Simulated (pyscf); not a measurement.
Structures and frequencies: ωB97X-D3(BJ)/def2-SVP in PySCF.

SMILES: [SiH3][As]([SiH3])[SiH3]
```xyz
13

Si    -1.5817     0.5312     0.8694
As    -1.3526    -0.4157    -1.2615
Si    -0.3881    -2.3687    -0.3981
Si     0.7384     0.5886    -1.5912
H     -1.5696     2.0169     0.7385
H     -2.8783     0.0957     1.4615
H     -0.4698     0.1148     1.7747
H     -1.3657    -3.0223     0.5193
H      0.8637    -2.0711     0.3592
H     -0.0669    -3.2937    -1.5219
H      0.5422     1.9498    -2.1660
H      1.5262    -0.2444    -2.5451
H      1.4958     0.7067    -0.3100
```

Problem. What is the homolytic dissociation enthalpy (298 K, ωB97M-D3(BJ)/def2-TZVP) of the As–Si bond of H₃Si–As(SiH₃)–SiH₃, to SiH₃• + H₃Si–As•–SiH₃?

Solution. As–Si to SiH₃• + H₃Si–As•–SiH₃: 67.5 kcal/mol. The 7 functionals that were run give +63.2 (r²SCAN) to +74.7 kcal/mol (ωB97X-D3(BJ)). Other isomers of H₃Si–As•–SiH₃ were not searched in full and may lie lower. Elements up to Kr have no core potential and no relativistic terms here.
